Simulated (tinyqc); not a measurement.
Inside a calculation (part 2 of 2). Method: UHF in the sto-3g basis, for OH+, spin multiplicity 3. Computed by tinyqc, a small Python program that keeps every step (integrals from PySCF). Command: `OMP_NUM_THREADS=1 python tinyqc.py 31680 31681 out.jsonl` (the two numbers bound the seeds that draw the settings). One thread of a shared host (Intel(R) Xeon(R) Processor @ 2.60GHz), about 0.1 s of CPU time with the checks.

Geometry (angstrom):
```
atom       x       y       z
O     0.0000  0.0000  0.0000
H     0.0000  0.0000  1.5770
```

## Iteration 17 (converged): orbitals

converged F(alpha) (hartree), lower triangle:
```
           1O 1s    1O 2s   1O 2px   1O 2py   1O 2pz    2H 1s
1O 1s   -21.1149
1O 2s    -5.3888  -3.1705
1O 2px    0.0000   0.0000  -1.1474
1O 2py    0.0000   0.0000   0.0000  -1.1474
1O 2pz   -0.0085  -0.0514   0.0000   0.0000  -1.0971
2H 1s    -0.3023  -0.4254   0.0000   0.0000  -0.3178  -0.3144
```

converged F(beta) (hartree), lower triangle:
```
           1O 1s    1O 2s   1O 2px   1O 2py   1O 2pz    2H 1s
1O 1s   -21.0526
1O 2s    -5.2937  -2.7214
1O 2px    0.0000   0.0000  -0.1957
1O 2py    0.0000   0.0000   0.0000  -0.1957
1O 2pz   -0.0086  -0.0081   0.0000   0.0000  -0.5960
2H 1s    -0.2965  -0.4136   0.0000   0.0000  -0.3994  -0.6988
```

X, lower triangle:
```
          1O 1s    1O 2s  1O 2px  1O 2py   1O 2pz   2H 1s
1O 1s    1.0221
1O 2s   -0.1242   1.0343
1O 2px   0.0000   0.0000  1.0000
1O 2py   0.0000   0.0000  0.0000  1.0000
1O 2pz  -0.0015   0.0122  0.0000  0.0000   1.0120
2H 1s    0.0098  -0.0920  0.0000  0.0000  -0.0909  1.0239
```

Diagonalise F' = X^T F X, C = X C', fill 5 alpha and 3 beta electrons from the bottom; D(s) = C_occ C_occ^T. Each column has its largest component positive (the first on a tie).

F' = X^T F X (alpha) (hartree), lower triangle:
```
          1        2        3        4        5        6
1  -20.7451
2   -2.6713  -2.2620
3    0.0000   0.0000  -1.1474
4    0.0000   0.0000   0.0000  -1.1474
5   -0.0107  -0.0292   0.0000   0.0000  -1.0684
6    0.0022  -0.1751   0.0000   0.0000  -0.2026  -0.2254
```

orbital energies (alpha) (hartree): MO1 -21.1235, MO2 -1.9045, MO3 -1.1474, MO4 -1.1474, MO5 -1.1093, MO6 -0.1637

coefficients C (alpha):
```
            MO1      MO2     MO3      MO4      MO5      MO6
1O 1s    0.9946  -0.2635  0.0000   0.0000   0.0212   0.0342
1O 2s    0.0219   1.0240  0.0000   0.0000  -0.0917  -0.1907
1O 2px   0.0000   0.0000  0.2162   0.9763   0.0000   0.0000
1O 2py   0.0000   0.0000  0.9763  -0.2162   0.0000   0.0000
1O 2pz   0.0009   0.0621  0.0000   0.0000   0.9667  -0.3069
2H 1s   -0.0022   0.0153  0.0000   0.0000   0.1314   1.0236
```

F' = X^T F X (beta) (hartree), lower triangle:
```
          1        2        3        4        5        6
1  -20.6972
2   -2.6350  -1.8091
3    0.0000   0.0000  -0.1957
4    0.0000   0.0000   0.0000  -0.1957
5   -0.0175   0.0310   0.0000   0.0000  -0.5422
6    0.0004  -0.1741   0.0000   0.0000  -0.3025  -0.6069
```

orbital energies (beta) (hartree): MO1 -21.0579, MO2 -1.4832, MO3 -0.8606, MO4 -0.2537, MO5 -0.1957, MO6 -0.1957

coefficients C (beta):
```
            MO1      MO2      MO3      MO4      MO5     MO6
1O 1s    0.9958  -0.2545   0.0487  -0.0383   0.0000  0.0000
1O 2s    0.0171   1.0010  -0.2320   0.1943   0.0000  0.0000
1O 2px   0.0000   0.0000   0.0000   0.0000   0.9682  0.2500
1O 2py   0.0000   0.0000   0.0000   0.0000  -0.2500  0.9682
1O 2pz   0.0007   0.0248   0.6301   0.7968   0.0000  0.0000
2H 1s   -0.0017   0.1150   0.6757  -0.7717   0.0000  0.0000
```

D(alpha) after iteration 17, lower triangle:
```
          1O 1s    1O 2s  1O 2px  1O 2py  1O 2pz   2H 1s
1O 1s    1.0591
1O 2s   -0.2499   1.0575
1O 2px   0.0000   0.0000  1.0000
1O 2py   0.0000   0.0000  0.0000  1.0000
1O 2pz   0.0050  -0.0250  0.0000  0.0000  0.9383
2H 1s   -0.0034   0.0036  0.0000  0.0000  0.1279  0.0175
```

D(beta) after iteration 17, lower triangle:
```
          1O 1s    1O 2s  1O 2px  1O 2py  1O 2pz   2H 1s
1O 1s    1.0588
1O 2s   -0.2490   1.0561
1O 2px   0.0000   0.0000  0.0000
1O 2py   0.0000   0.0000  0.0000  0.0000
1O 2pz   0.0250  -0.1213  0.0000  0.0000  0.3976
2H 1s    0.0019  -0.0417  0.0000  0.0000  0.4286  0.4698
```

Within a degenerate level the vectors are fixed only up to a rotation; this is one choice.

## Convergence

Stop when the energy changes by less than 1e-09 hartree and every element of the error matrix X^T (F D S - S D F) X (for each spin) is below 9e-06.

Course of the cycle:
```
iteration  E (hartree)     change  largest element of the error matrix
1           -54.074458          -                             3.35e+00
2           -73.807046  -1.97e+01                             1.16e-01
3           -73.910560  -1.04e-01                             4.94e-02
4           -73.932769  -2.22e-02                             4.02e-02
5           -73.940312  -7.54e-03                             3.69e-02
6           -73.951157  -1.08e-02                             3.22e-02
7           -73.963733  -1.26e-02                             2.38e-02
8           -73.976823  -1.31e-02                             1.39e-02
9           -73.978114  -1.29e-03                             1.42e-02
10          -73.979124  -1.01e-03                             4.93e-03
11          -73.979288  -1.64e-04                             1.79e-03
12          -73.979316  -2.84e-05                             1.12e-03
13          -73.979329  -1.30e-05                             8.65e-04
14          -73.979342  -1.21e-05                             6.38e-05
15          -73.979342  -1.26e-08                             2.38e-05
16          -73.979342  -1.22e-09                             4.29e-06
17          -73.979342  -9.18e-11                             3.25e-06
```

PySCF UHF in the same basis, after a stability check = -73.979342 hartree

Converged in 17 iterations.

## Populations, bond orders and dipole

overlap S, lower triangle:
```
         1O 1s   1O 2s  1O 2px  1O 2py  1O 2pz   2H 1s
1O 1s   1.0000
1O 2s   0.2367  1.0000
1O 2px  0.0000  0.0000  1.0000
1O 2py  0.0000  0.0000  0.0000  1.0000
1O 2pz  0.0000  0.0000  0.0000  0.0000  1.0000
2H 1s   0.0130  0.1729  0.0000  0.0000  0.1748  1.0000
```

Mulliken: Z minus the diagonal of D S on the atom; Loewdin: the same with S^(1/2) D S^(1/2); Mayer order: 2 sum_s sum (D(s) S)_ij (D(s) S)_ji over the two atoms.

Charges (e):
```
atom  Mulliken  Loewdin  Mulliken spin
1O      0.5780   0.5947         2.4971
2H      0.4220   0.4053        -0.4971
```

Mayer bond orders:
```
pair   order
2-1   0.5748
```

dipole moment about the origin, x y z (debye): 0.0000  0.0000  3.4867

<S^2> of the determinant (pure state: 2) = 2.3168
